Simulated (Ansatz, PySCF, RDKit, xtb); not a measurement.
# BNH5O+: from the formula to a structure, part 1 of 2

Task: start from the formula BNH5O+ (charge +1), draw up candidate structures, narrow them down in stages, and characterise the one that lies lowest at 600 K.

The funnel: GFN2-xTB relaxations, single points with a density functional, relaxations at B3LYP-D4/def2-TZVP, harmonic vibrations, and a last energy at a higher level. All values are calculated.

5 further runs of the same task are left out: 5 set aside as unsound or not needed.

### Step 1. Drawing up candidates

All bonding patterns within simple valence rules are listed by program: one Lewis structure each, at most two rings and one unusual centre or charged pair. O–O, O–halogen and N–halogen bonds and N–N–N chains are not drawn. That gives 9 candidates.

```tsv
label	SMILES	spin
c103	[BH3-][O+]=[NH2+]	singlet
c174	B[OH+]N	singlet
c176	[BH3-][NH+]=[OH+]	singlet
c388	BO[NH3+]	singlet
c410	NB[OH2+]	singlet
c440	[NH3+]BO	singlet
c449	[BH2-]1[NH2+][OH+]1	singlet
c469	B[NH2+]O	singlet
c534	BN[OH2+]	singlet
```

Candidates are built by distance geometry, with a force field where one applies, in up to four conformers (letters a to d).

### Step 2. Cheap relaxation of all starts

All 9 starts are relaxed the same way. One of them, c534a (enumerated, embedded by distance geometry and UFF), in full:

start.xyz reads:

```xyz
8
c534a
B     -2.049539     0.906500     0.343478
N     -1.222816    -0.359474     0.478171
O     -0.441869    -0.363961     1.611063
H     -1.863880     1.587382    -0.582164
H     -2.759209     1.243600     1.183538
H     -1.888851    -1.152979     0.559645
H      0.278902     0.342346     1.487883
H     -0.986247    -0.114427     2.336076
```

Launch:

```bash
$ xtb start.xyz --gfn 2 --opt --chrg 1
```

The program printed, cut to the lines that bear on the results:

```text
* xtb version 6.7.1
[...]
          :  # basis functions                  17          :
[...]
          :  # electrons                        18          :
[...]
          :  Hamiltonian                  GFN2-xTB          :
[...]
          :  net charge                          1          :
          :  unpaired electrons                  0          :
[...]
   *** convergence criteria satisfied after 11 iterations ***
[...]
   *** GEOMETRY OPTIMIZATION CONVERGED AFTER 31 ITERATIONS ***
[...]
   *** convergence criteria satisfied after 3 iterations ***
[...]
         ::                     SUMMARY                     ::
         :::::::::::::::::::::::::::::::::::::::::::::::::::::
         :: total energy             -10.248247397220 Eh    ::
         :: gradient norm              0.000516867243 Eh/a0 ::
         :: HOMO-LUMO gap              4.811904244145 eV    ::
         ::.................................................::
         :: SCC energy               -10.345280918655 Eh    ::
         :: -> isotropic ES            0.134259878312 Eh    ::
         :: -> anisotropic ES         -0.000645063897 Eh    ::
         :: -> anisotropic XC          0.011349385112 Eh    ::
         :: -> dispersion             -0.001772299569 Eh    ::
         :: repulsion energy           0.097033521435 Eh    ::
         :: add. restraining           0.000000000000 Eh    ::
         :: total charge               1.000000000000 e     ::
         :::::::::::::::::::::::::::::::::::::::::::::::::::::
[...]
         9        2.0000           -0.6166636             -16.7803 (HOMO)
        10                         -0.4398293             -11.9684 (LUMO)
[...]
          | TOTAL ENERGY              -10.248247397220 Eh   |
          | GRADIENT NORM               0.000516867243 Eh/α |
          | HOMO-LUMO GAP               4.811904244145 eV   |
           -------------------------------------------------
[...]
```

Wall time 0.05 s (2 threads of Arm Neoverse V2, shared host).

### Step 3. The minima found

9 of the 9 relaxations converged; 1 ended on a minimum already found. 8 distinct structures remain:

```tsv
label	start	SMILES after	spin	energy (kcal/mol)	note
c440a	drawn	[NH3+]BO	singlet	0.0	
c410a	drawn	NB[OH2+]	singlet	11.9	
c388a	drawn	BO[NH3+]	singlet	70.1	
c449a	drawn	[BH2-]1[NH2+][OH+]1	singlet	78.9	
c469a	drawn	B[NH2+]O	singlet	87.6	
c534a	drawn	BN[OH2+]	singlet	92.2	
c103a	drawn	[H]/B=[O+]/N.[H][H]	singlet	94.5	fell apart
c176a	drawn	[BH3][NH][OH] ‡	singlet	102.2
```

‡ marks the bonded skeleton alone, with all bonds drawn single: no Lewis structure was assigned that passes a check against the bond lengths.

### Step 4. Second filter: single points

A choice of the minima (the low ones first, few conformers of a pattern, up to a cap) and the lowest that fell apart get a single point at r2SCAN-D4/def2-SVP on the tight-binding geometry, and one at HF/STO-3G for comparison. The lowest singlets are also tried as triplets at the same geometry (label ending in t). The first, c440a:

input.yaml reads:

```yaml
crystal:
  periodic: [false, false, false]
  atoms:
    - symbol: B
      position_ang: [-0.909313, -0.218271, 0.906381]
    - symbol: N
      position_ang: [-2.060534, 0.719624, 1.384238]
    - symbol: O
      position_ang: [-0.553026, 0.030590, -0.309469]
    - symbol: H
      position_ang: [-1.759257, 1.297603, 2.174763]
    - symbol: H
      position_ang: [-2.877741, 0.183191, 1.690340]
    - symbol: H
      position_ang: [-2.340302, 1.338138, 0.614433]
    - symbol: H
      position_ang: [-0.514051, -1.007217, 1.671939]
    - symbol: H
      position_ang: [0.137527, -0.428689, -0.793231]
basis:
  gaussian:
    orbitals: def2-SVP
total_charge: 1
hamiltonian:
  xc: {name: r2SCAN}
  dispersion: d4
scf:
  lower_state_search: "off"
```

Launch:

```bash
$ ansatz run input.yaml --threads 2 --pin off --max-ram 4350MiB --events-out events.jsonl --progress --plain --runs-dir runs
```

The program printed, cut to the lines that bear on the results:

```text
Warning: RAYON_NUM_THREADS=2 ignored (pool sized by the plan → 2); use --threads N
Functional definition: r2SCAN
  name "r2SCAN"
[...]
759 factors; their error is unknown
[...]
mean field -4284.35495484 eV, -157.4471405501 hartree, gradient 2.3e-6 eV, S^2 0.000000; 0 other end points of the search recorded, 0 dependent functions left out
reference -4284.35496306 eV, -157.4471408524 hartree; 12, 12 occupied and 55, 55 virtual orbitals, 759 factors
Total energy: -4284.37096966 eV, -157.4477290840 hartree
Checks for a lower state left out: stability, starts, cluster_reference, orbital_swaps, neighbouring_geometries, increment
```

It took 0.72 s on 2 threads of Arm Neoverse V2, shared host.

Relative energies in kcal/mol, each column from its lowest structure that stays in one piece:

```tsv
label	SMILES	spin	GFN2-xTB	HF/STO-3G	r2SCAN-D4/def2-SVP
c440a	[NH3+]BO	singlet	0.0	0.0	0.0
c410a	NB[OH2+]	singlet	11.9	13.4	20.4
c388a	BO[NH3+]	singlet	70.1	76.0	90.1
c449a	[BH2-]1[NH2+][OH+]1	singlet	78.9	95.4	113.7
c103a	[H]/B=[O+]/N.[H][H]	singlet	94.5	153.3	144.2
c440at	[NH3+]BO	triplet	–	–	157.6
c410at	NB[OH2+]	triplet	–	–	171.9
c388at	BO[NH3+]	triplet	–	–	233.2
```

### Step 5. Patterns that tight binding lost

Some ordinary bonding patterns rearranged or fell apart under GFN2-xTB. Their starts are relaxed at r2SCAN-D4/def2-SVP instead (label ending in r). The first, c174ar:

input.yaml reads:

```yaml
crystal:
  periodic: [false, false, false]
  atoms:
    - symbol: B
      position_ang: [-1.955250, 0.940581, 0.379944]
    - symbol: N
      position_ang: [-0.508737, -0.528086, 1.500247]
    - symbol: O
      position_ang: [-1.520759, -0.454698, 0.551223]
    - symbol: H
      position_ang: [-1.884310, 1.439652, -0.703344]
    - symbol: H
      position_ang: [-2.329776, 1.578652, 1.289357]
    - symbol: H
      position_ang: [-2.307422, -0.910172, 0.993632]
    - symbol: H
      position_ang: [0.364500, -0.042505, 1.052263]
    - symbol: H
      position_ang: [-0.736960, -0.046947, 2.374259]
basis:
  gaussian:
    orbitals: def2-SVP
scf:
  lower_state_search: off
hamiltonian:
  xc: r2scan
  dispersion: d4
relax:
  f_tol: 0.01
total_charge: 1
```

Launch:

```bash
$ ansatz run input.yaml --threads 2 --pin off --max-ram 4350MiB --events-out events.jsonl --progress --plain --runs-dir runs
```

The program printed, cut to the lines that bear on the results:

```text
Warning: RAYON_NUM_THREADS=2 ignored (pool sized by the plan → 2); use --threads N
[...]
Functional definition: r2SCAN
  name "r2SCAN"
[...]
759 factors; their error is unknown
[...]
mean field -4278.09321783 eV, -157.2170259593 hartree, gradient 2.1e-6 eV, S^2 0.000000; 0 other end points of the search recorded, 0 dependent functions left out
[...]
reference -4278.09322608 eV, -157.2170262626 hartree; 12, 12 occupied and 55, 55 virtual orbitals, 759 factors
[...]
Atom 4 at    -3.305793     1.129738     0.335526 Å, force    -0.000122     0.000150     0.000044 eV/Å
Atom 5 at    -2.331694    -0.861911     1.346462 Å, force     0.000060    -0.000304     0.000111 eV/Å
Atom 6 at     0.154150    -0.551404     0.522674 Å, force    -0.000073    -0.000059     0.000385 eV/Å
Atom 7 at     0.008750     0.142640     2.030413 Å, force    -0.000116    -0.000231    -0.000242 eV/Å
Dipole moment:    -0.104707     0.098672    -0.055518 e Å
Checks for a lower state left out: stability, starts, cluster_reference, orbital_swaps, neighbouring_geometries, increment
```

It took 17 s on 2 threads of Arm Neoverse V2, shared host.

Energies at r2SCAN-D4/def2-SVP after that relaxation, from the lowest structure of the screen (which was not relaxed at this level):

```tsv
label	SMILES	spin	energy (kcal/mol)
c174ar	B[OH+]N	singlet	115.5
```

### Step 6. Third filter: density-functional geometries

3 candidates are relaxed at B3LYP-D4/def2-TZVP (chosen among the lowest in one piece). The first, c440a:

input.yaml reads:

```yaml
crystal:
  periodic: [false, false, false]
  atoms:
    - symbol: B
      position_ang: [-0.909313, -0.218271, 0.906381]
    - symbol: N
      position_ang: [-2.060534, 0.719624, 1.384238]
    - symbol: O
      position_ang: [-0.553026, 0.030590, -0.309469]
    - symbol: H
      position_ang: [-1.759257, 1.297603, 2.174763]
    - symbol: H
      position_ang: [-2.877741, 0.183191, 1.690340]
    - symbol: H
      position_ang: [-2.340302, 1.338138, 0.614433]
    - symbol: H
      position_ang: [-0.514051, -1.007217, 1.671939]
    - symbol: H
      position_ang: [0.137527, -0.428689, -0.793231]
basis:
  gaussian:
    orbitals: def2-TZVP
total_charge: 1
hamiltonian:
  xc: {name: B3LYP}
  dispersion: d4
scf:
  lower_state_search: off
relax:
  f_tol: 0.003
```

Launch:

```bash
$ ansatz run input.yaml --threads 2 --pin off --max-ram 4350MiB --events-out events.jsonl --progress --plain --runs-dir runs
```

The program printed:

```text
Warning: RAYON_NUM_THREADS=2 ignored (pool sized by the plan → 2); use --threads N
The last accepted step is kept in runs//last_step.txt (removed where the run ends without a failure and the disk answers)
Functional definition: B3LYP
  name "B3LYP"
  parameter a0 = 0.2
  parameter ax = 0.72
  parameter ac = 0.81
  exchange = (1 - a0 - ax)*slater_x + ax*b88_x + a0*exact_x
  correlation = (1 - ac)*vwn_rpa_c + ac*lyp_c
these checks for a lower state are left out or cut short: stability, starts, cluster_reference, orbital_swaps, neighbouring_geometries, increment
695 factors; their error is unknown
mean field evaluation 1: about -4273.8932 eV, gradient 1.1e2 eV
mean field evaluation 2: about -4244.5736 eV, gradient 1.6e2 eV
mean field evaluation 4: about -4291.7189 eV, gradient 1.3e1 eV
mean field evaluation 8: about -4291.9882 eV, gradient 3.3e-1 eV
mean field evaluation 16: about -4291.9884 eV, gradient 4.0e-6 eV
mean field -4291.98837679 eV, -157.7276636330 hartree, gradient 4.1e-6 eV, S^2 0.000000; 0 other end points of the search recorded, 0 dependent functions left out
the calculation of the forces begins
reference -4291.98858051 eV, -157.7276711193 hartree; 12, 12 occupied and 111, 111 virtual orbitals, 695 factors
relax step   1: F+E_penalty+E_count = -4292.09653633 eV  Δ(F+E_penalty+E_count) = +0.000e0 eV  max|allowed force component| = 1.116e0 eV/Å  Δτ_max = 0.0000 Å  (15 SCF iters, accepted)
these checks for a lower state are left out or cut short: stability, starts, cluster_reference, orbital_swaps, neighbouring_geometries, increment
695 factors; their error is unknown
mean field -4292.00989122 eV, -157.7284542736 hartree, gradient 2.9e-6 eV, S^2 0.000000; 0 other end points of the search recorded, 0 dependent functions left out
the calculation of the forces begins
reference -4292.01009565 eV, -157.7284617863 hartree; 12, 12 occupied and 111, 111 virtual orbitals, 695 factors
relax step   2: F+E_penalty+E_count = -4292.11784876 eV  Δ(F+E_penalty+E_count) = -2.131e-2 eV  max|allowed force component| = 5.130e-1 eV/Å  Δτ_max = 0.0204 Å  (19 SCF iters, accepted)
these checks for a lower state are left out or cut short: stability, starts, cluster_reference, orbital_swaps, neighbouring_geometries, increment
695 factors; their error is unknown
mean field -4292.02098624 eV, -157.7288620080 hartree, gradient 1.0e-6 eV, S^2 0.000000; 0 other end points of the search recorded, 0 dependent functions left out
the calculation of the forces begins
reference -4292.02119110 eV, -157.7288695365 hartree; 12, 12 occupied and 111, 111 virtual orbitals, 695 factors
relax step   3: F+E_penalty+E_count = -4292.12882807 eV  Δ(F+E_penalty+E_count) = -1.098e-2 eV  max|allowed force component| = 1.547e-1 eV/Å  Δτ_max = 0.0242 Å  (20 SCF iters, accepted)
[... 6 lines left out ...]
relax step   4: F+E_penalty+E_count = -4292.12869236 eV  Δ(F+E_penalty+E_count) = +1.357e-4 eV  max|allowed force component| = 2.557e-1 eV/Å  Δτ_max = 0.0426 Å  (20 SCF iters, rejected (line search))
[... 5 lines left out ...]
relax step   5: F+E_penalty+E_count = -4292.13227829 eV  Δ(F+E_penalty+E_count) = -3.450e-3 eV  max|allowed force component| = 5.019e-2 eV/Å  Δτ_max = 0.0208 Å  (20 SCF iters, accepted)
[... 5 lines left out ...]
relax step   6: F+E_penalty+E_count = -4292.13277853 eV  Δ(F+E_penalty+E_count) = -5.002e-4 eV  max|allowed force component| = 2.420e-2 eV/Å  Δτ_max = 0.0159 Å  (21 SCF iters, accepted)
these checks for a lower state are left out or cut short: stability, starts, cluster_reference, orbital_swaps, neighbouring_geometries, increment
695 factors; their error is unknown
mean field -4292.02497529 eV, -157.7290086027 hartree, gradient 1.3e-6 eV, S^2 0.000000; 0 other end points of the search recorded, 0 dependent functions left out
the calculation of the forces begins
reference -4292.02518000 eV, -157.7290161259 hartree; 12, 12 occupied and 111, 111 virtual orbitals, 695 factors
relax step   7: F+E_penalty+E_count = -4292.13288091 eV  Δ(F+E_penalty+E_count) = -1.024e-4 eV  max|allowed force component| = 1.315e-3 eV/Å  Δτ_max = 0.0069 Å  (21 SCF iters, accepted)
Total energy: -4292.13308563 eV, -157.7329815846 hartree
Atom 0 at    -0.903881    -0.209267     0.891386 Å, force     0.000085     0.000129    -0.000217 eV/Å
Atom 1 at    -2.061200     0.724659     1.379443 Å, force    -0.001315     0.000107     0.000329 eV/Å
Atom 2 at    -0.559667     0.044016    -0.351828 Å, force     0.001290    -0.000779    -0.000776 eV/Å
Atom 3 at    -1.776518     1.283133     2.190853 Å, force    -0.000054    -0.000525    -0.000029 eV/Å
Atom 4 at    -2.878465     0.184965     1.682636 Å, force     0.000038     0.000176    -0.000439 eV/Å
Atom 5 at    -2.360960     1.368351     0.640390 Å, force     0.000600     0.000310     0.000291 eV/Å
Atom 6 at    -0.485942    -1.002598     1.659204 Å, force     0.000648     0.000106     0.000820 eV/Å
Atom 7 at     0.149937    -0.478289    -0.752692 Å, force    -0.001292     0.000476     0.000022 eV/Å
Dipole moment:    -0.361739     0.143312     0.461894 e Å
Checks for a lower state left out: stability, starts, cluster_reference, orbital_swaps, neighbouring_geometries, increment
```

It took 7.2 s on 2 threads of Arm Neoverse V2, shared host.

Energy change by step (eV): 0.0000, -0.0213, -0.0323, -0.0322, -0.0357, -0.0362, -0.0363.

After the run. Bond lengths: B1–N2 1.565 Å, B1–O3 1.315 Å, N2–H4 1.025 Å, N2–H5 1.025 Å, N2–H6 1.025 Å, B1–H7 1.181 Å, O3–H8 0.968 Å. Angles: N2–B1–O3 111.9°, B1–N2–H4 111.5°, B1–N2–H5 111.6°, B1–N2–H6 111.5°, N2–B1–H7 117.4°, O3–B1–H7 130.7°, B1–O3–H8 118.7°, H4–N2–H5 105.9°, H4–N2–H6 108.0°, H5–N2–H6 108.1°.

### Step 7. The relaxed candidates

```tsv
label	spin	r2SCAN-D4/def2-SVP (kcal/mol)	B3LYP-D4/def2-TZVP, relaxed (kcal/mol)	time
c440a	singlet	0.0	0.0	7.2 s
c410a	singlet	20.4	18.7	7.2 s
c388a	singlet	90.1	84.2	8.1 s
```

c440a: Bond lengths: B1–N2 1.565 Å, B1–O3 1.315 Å, N2–H4 1.025 Å, N2–H5 1.025 Å, N2–H6 1.025 Å, B1–H7 1.181 Å, O3–H8 0.968 Å. Angles: N2–B1–O3 111.9°, B1–N2–H4 111.5°, B1–N2–H5 111.6°, B1–N2–H6 111.5°, N2–B1–H7 117.4°, O3–B1–H7 130.7°, B1–O3–H8 118.7°, H4–N2–H5 105.9°, H4–N2–H6 108.0°, H5–N2–H6 108.1°.

c410a: Bond lengths: B1–N2 1.358 Å, B1–O3 1.494 Å, N2–H4 1.011 Å, N2–H5 1.010 Å, B1–H6 1.176 Å, O3–H7 0.972 Å, O3–H8 0.973 Å. Angles: N2–B1–O3 117.7°, B1–N2–H4 119.8°, B1–N2–H5 127.7°, N2–B1–H6 130.2°, O3–B1–H6 112.1°, B1–O3–H7 120.6°, B1–O3–H8 125.9°, H4–N2–H5 112.5°, H7–O3–H8 113.5°.

c388a: Bond lengths: B1–O3 1.385 Å, N2–O3 1.417 Å, B1–H4 1.189 Å, B1–H5 1.178 Å, N2–H6 1.027 Å, N2–H7 1.027 Å, N2–H8 1.031 Å. Angles: B1–O3–N2 117.1°, O3–B1–H4 118.5°, O3–B1–H5 112.9°, O3–N2–H6 107.9°, O3–N2–H7 107.9°, O3–N2–H8 111.1°, H4–B1–H5 128.6°, H6–N2–H7 109.4°, H6–N2–H8 110.2°, H7–N2–H8 110.2°.

### Step 8. Vibrations and thermal terms

The lowest few in one piece go on as finalists. Harmonic vibrations at B3LYP-D4/def2-TZVP test each finalist and give the zero-point energy and the thermal terms. The first, c440a:

input.yaml reads:

```yaml
crystal:
  periodic: [false, false, false]
  atoms:
    - symbol: B
      position_ang: [-0.903881, -0.209267, 0.891386]
    - symbol: N
      position_ang: [-2.061200, 0.724659, 1.379443]
    - symbol: O
      position_ang: [-0.559667, 0.044016, -0.351828]
    - symbol: H
      position_ang: [-1.776518, 1.283133, 2.190853]
    - symbol: H
      position_ang: [-2.878465, 0.184965, 1.682636]
    - symbol: H
      position_ang: [-2.360960, 1.368351, 0.640390]
    - symbol: H
      position_ang: [-0.485942, -1.002598, 1.659204]
    - symbol: H
      position_ang: [0.149937, -0.478289, -0.752692]
basis:
  gaussian:
    orbitals: def2-TZVP
total_charge: 1
hamiltonian:
  xc: {name: B3LYP}
  dispersion: d4
scf:
  lower_state_search: "off"
phonons: {}
```

Launch:

```bash
$ ansatz run input.yaml --threads 2 --pin off --max-ram 4350MiB --events-out events.jsonl --progress --plain --runs-dir runs
```

The program printed, cut to the lines that bear on the results:

```text
Warning: RAYON_NUM_THREADS=2 ignored (pool sized by the plan → 2); use --threads N
Functional definition: B3LYP
  name "B3LYP"
[...]
695 factors; their error is unknown
[...]
mean field -4292.02497515 eV, -157.7290085979 hartree, gradient 4.1e-6 eV, S^2 0.000000; 0 other end points of the search recorded, 0 dependent functions left out
[...]
reference -4292.02517994 eV, -157.7290161236 hartree; 12, 12 occupied and 111, 111 virtual orbitals, 695 factors
[...]
Atom 6 at    -0.485942    -1.002598     1.659204 Å, force     0.000649     0.000101     0.000820 eV/Å
Atom 7 at     0.149937    -0.478289    -0.752692 Å, force    -0.001271     0.000462     0.000008 eV/Å
Dipole moment:    -0.361740     0.143312     0.461895 e Å
Vibrations: 116.81 412.79 615.30 780.46 814.84 884.65 1016.63 1047.53 1146.29 1457.08 1482.25 1640.51 1642.47 2744.22 3372.02 3442.98 3454.11 3775.88 cm⁻¹, zero-point energy 1.850267 eV
Checks for a lower state left out: stability, starts, cluster_reference, orbital_swaps, neighbouring_geometries, increment
```

Wall time 42 s (2 threads of Arm Neoverse V2, shared host).

### Step 9. Thermal terms of the finalists

At 600 K and 1 atm, ideal gas, rigid rotor and harmonic oscillator:

```tsv
label	SMILES	spin	point group	lowest mode (cm⁻¹)	zero-point (kcal/mol)	G − E (kcal/mol)
c440a	[NH3+]BO	singlet	Cs	117	42.7	4.9
c410a	NB[OH2+]	singlet	Cs	210	41.4	3.3
c388a	BO[NH3+]	singlet	Cs	153	41.6	4.4
```

### Step 10. The final energy

Each finalist gets a single point at CCSD(T)/def2-TZVPP.

c440a, CCSD(T)/def2-TZVPP:

Changes to input.yaml since step 8:

```diff
@@ -5,3 +5,3 @@
       position_ang: [-0.903881, -0.209267, 0.891386]
-    - symbol: N
+    - symbol: "N"
       position_ang: [-2.061200, 0.724659, 1.379443]
@@ -21,9 +21,6 @@
   gaussian:
-    orbitals: def2-TZVP
+    orbitals: def2-TZVPP
 total_charge: 1
-hamiltonian:
-  xc: {name: B3LYP}
-  dispersion: d4
-scf:
-  lower_state_search: "off"
-phonons: {}
+correlation:
+  method: ccsd_t
+  frozen_orbitals: {H: 0, B: 1, O: 1, "N": 1}
```

Launch:

```bash
$ ansatz run input.yaml --threads 2 --pin off --max-ram 4350MiB --events-out events.jsonl --progress --plain --runs-dir runs
```

The program printed, cut to the lines that bear on the results:

```text
Warning: RAYON_NUM_THREADS=2 ignored (pool sized by the plan → 2); use --threads N
Functional definition: HF
  name "HF"
[...]
968 factors; integrals over basis functions are off by at most 8.5e-4 eV
[...]
mean field -4267.49450296 eV, -156.8275303720 hartree, gradient 1.1e-6 eV, S^2 0.000000; 0 other end points of the search recorded, 0 dependent functions left out
3 core orbitals not correlated: weight in the atoms' cores, before any rotation towards them, 1.000 or more for the frozen orbitals, at most 0.000 for the correlated occupied ones
reference -4267.49450296 eV, -156.8275303720 hartree; 9, 9 occupied and 151, 151 virtual orbitals, 968 factors
second order -15.01285813 eV of doubles, -0.00000000 eV of singles
cycle   1  -15.24549499 eV  change   -2.3e-1 eV  update   7.5e-2
[...]
cycle   9  -15.63665108 eV  change   -1.5e-6 eV  update   1.1e-5
perturbative correction -0.52337283 eV, -0.0192335968 hartree
Total energy: -4283.65452686 eV, -157.4214002969 hartree
```

Wall time 17 s (2 threads of Arm Neoverse V2, shared host); peak memory 1.3 GiB.

(Continued in part 2 of 2.)
